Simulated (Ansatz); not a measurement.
`C[C@@]1(Cl)C[C@H]1F` and `C[C@@]1(F)C[C@H]1F` differ in one atom or group.

Ansatz, PBE0-D4/def2-TZVP geometries, multiplicity 1. 

```
                                        property  `C[C@@]1(Cl)C[C@H]1F`
           LUMO energy (ωB97M-V/def2-TZVPP) / eV                   2.53
size of the dipole moment (B3LYP/def2-TZVPP) / D                   1.09
           HOMO energy (ωB97M-V/def2-TZVPP) / eV                 -10.10
  size of the dipole moment (PBE/def2-TZVPP) / D                   1.07
               LUMO energy (PBE/def2-TZVPP) / eV                  -0.63
            HOMO–LUMO gap (PBE0/def2-TZVPP) / eV                   8.30
```

**Question.** Give the same properties after the change, and the shifts. (An estimate is asked.)

**Answer.** The calculation gave: 
```json
{"property": "LUMO energy (ωB97M-V/def2-TZVPP) / eV", "`C[C@@]1(F)C[C@H]1F`": "2.96", "shift": "0.43"}
{"property": "size of the dipole moment (B3LYP/def2-TZVPP) / D", "`C[C@@]1(F)C[C@H]1F`": "1.03", "shift": "-0.06"}
{"property": "HOMO energy (ωB97M-V/def2-TZVPP) / eV", "`C[C@@]1(F)C[C@H]1F`": "-10.32", "shift": "-0.22"}
{"property": "size of the dipole moment (PBE/def2-TZVPP) / D", "`C[C@@]1(F)C[C@H]1F`": "0.96", "shift": "-0.11"}
{"property": "LUMO energy (PBE/def2-TZVPP) / eV", "`C[C@@]1(F)C[C@H]1F`": "0.34", "shift": "0.97"}
{"property": "HOMO–LUMO gap (PBE0/def2-TZVPP) / eV", "`C[C@@]1(F)C[C@H]1F`": "9.38", "shift": "1.08"}
```

With PBE0 the HOMO falls by 0.16 eV and the LUMO rises by 0.91 eV, so the gap widens by about 1.07 eV. PBE moves the HOMO by -0.03 eV and ωB97M-V by -0.22 eV. Dipoles are sizes alone; their direction can turn.

B3LYP here is the variant with VWN-RPA as its local correlation; programs differ in this.
